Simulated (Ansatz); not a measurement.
# Setting up SiH2O2 in Ansatz

The species is SiH2O2 (5 atoms), meant as a singlet with charge 0.

```csv
atom,x (Å),y (Å),z (Å)
O,-1.3273,0.2892,-2.9516
Si,-1.6766,-0.5601,-1.6184
O,-0.4818,-0.0255,-0.6091
H,-0.5936,0.9040,-3.0217
H,-0.3921,-0.3718,0.2861
```

Settings wanted:

```json
{
  "basis set": "aug-pcseg-1",
  "core potential": "none",
  "integral approximation": "automatic",
  "task": "energy",
  "method": "DFT",
  "functional": "wB97M-V",
  "dispersion": "none",
  "reference": "RKS",
  "accuracy": "medium"
}
```

Q: Give an Ansatz 0.2.0 job that does this.

A: One that was run (others would do as well):

in.yaml:
```yaml
crystal:
  periodic: [false, false, false]
  atoms:
    - {symbol: O, position_ang: [-1.327300, 0.289150, -2.951550]}
    - {symbol: Si, position_ang: [-1.676650, -0.560130, -1.618360]}
    - {symbol: O, position_ang: [-0.481820, -0.025520, -0.609120]}
    - {symbol: H, position_ang: [-0.593620, 0.904000, -3.021730]}
    - {symbol: H, position_ang: [-0.392080, -0.371800, 0.286100]}
basis:
  gaussian:
    orbitals: aug-pcseg-1.json
hamiltonian:
  xc: {name: wB97M-V}
```

```bash
$ ansatz run in.yaml --threads 1 --pin off --max-ram 2610MiB --events-out events.jsonl --progress --plain --runs-dir runs
```

(Basis files named in the input come from the Basis Set Exchange and aren't shown.)

Calculated total energy: -441.11017 Eh.
